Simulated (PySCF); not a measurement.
# `C[SiH3]`: ΔSCF against reference XPS values

The experiment to reproduce (core binding energies): C 1s of C1 290.30 eV [1]; C 1s of C1 290.31 eV [2]. Sources and the comparison follow the method.

Species: CH₆Si.
Geometry (PBE0-D3(BJ)/def2-SVP, Å), atoms numbered from 1 in this order:
```xyz
8
CH6Si angstrom
C     -0.9624   -0.1429    0.0077
Si     0.8986    0.1136   -0.0402
H     -1.4349    0.5500    0.7206
H     -1.2046   -1.1707    0.3188
H     -1.4108    0.0291   -0.9826
H      1.2345    1.5106   -0.4567
H      1.5383   -0.8292   -1.0099
H      1.4976   -0.1273    1.3095
```

The calculation used delta-SCF UKS SCAN, pcX-2 on the ionised atom, pcseg-1 elsewhere, spin-free X2C (PySCF). Each binding energy is the total energy of the core-ionised species, with the hole localised on one atom, minus that of the ground state; both are solved self-consistently, so orbital relaxation is included.

```
atom       environment  level  this calculation (eV)  reference (eV)  difference (eV)  source
  C1  Si-methyl carbon   C 1s                 290.43          290.30            +0.13     [1]
  C1  Si-methyl carbon   C 1s                 290.43          290.31            +0.12     [2]
```

[1] measured, gas; Qian, Crumlin, Prendergast, Phys. Chem. Chem. Phys. 2022, 24, 2243
[2] measured, gas; Xu, Prendergast, Qian, J. Chem. Theory Comput. 2022, 18, 5471

Task: How far is it from the measured entries?

Result: Over the 2 different measured values (1 distinct line) the mean signed difference is +0.12 eV, the mean unsigned one 0.12 eV and the largest 0.13 eV. The calculation is vertical and has no vibrational structure, and measured positions depend on the energy calibration.

Task: What does the calculation give for the levels without a reference value here?

Result: Si2 Si 1s 1846.47 eV; Si2 Si 2p3/2 106.71 eV.

2p3/2 and 2p1/2 are the ΔSCF energy of one spin-free 2p hole plus the eigenvalues of a spin–orbit and ligand-field matrix of the shell. 2p1/2 minus 2p3/2 (ligand field included): Si 0.62 eV. Isolated species at its PBE0-D3(BJ)/def2-SVP geometry, gas phase.

Time: 5.8 s; peak memory 0.32 GiB. Hardware: Arm Neoverse V1, one thread, shared host with 32 logical CPUs at a one-minute load of 24.
